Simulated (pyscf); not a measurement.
Optimised with ωB97X-D3(BJ)/def2-SVP in PySCF. MP2 and CC: frozen core, UHF for open shells. ΔMP2 is the change of the MP2 total energy from the triple- to the quadruple-zeta basis.

**Question.** `[CH3][GeH3]` + `[H]` [doublet] → `[CH4]` + `[GeH3]` [doublet]
Surface: doublet. Broken: C–Ge. Formed: C–H. Give ΔE‡ and ΔE from CCSD(T)/def2-TZVPP + ΔMP2(QZVPP), relative to the separated reactants.

**Answer.** ΔE‡ = 22.4 kcal/mol, ΔE = -27.8 kcal/mol. Zero-point energy shifts the barrier by +1.2 kcal/mol. It is a substitution at C, with an imaginary mode of 1452i cm⁻¹. The same reactants have a lower exit, to H₃C–GeH₂• + H₂ (barrier +2.9 kcal/mol at ωB97M-D3(BJ), against +21.8 kcal/mol here). This is the saddle that the search found; another between the same sides may lie lower. The angle at the attacked C is 180°. The CCSD(T) − MP2 part came from Ansatz, without density fitting, on the same reference. The frozen core leaves the outer d or s,p core shells of the metals and heavy elements correlated in the MP2 and CC values, and def2-TZVPP describes them poorly, which can shift differences by a few kcal/mol. Elements up to Kr have no core potential and no relativistic terms here.
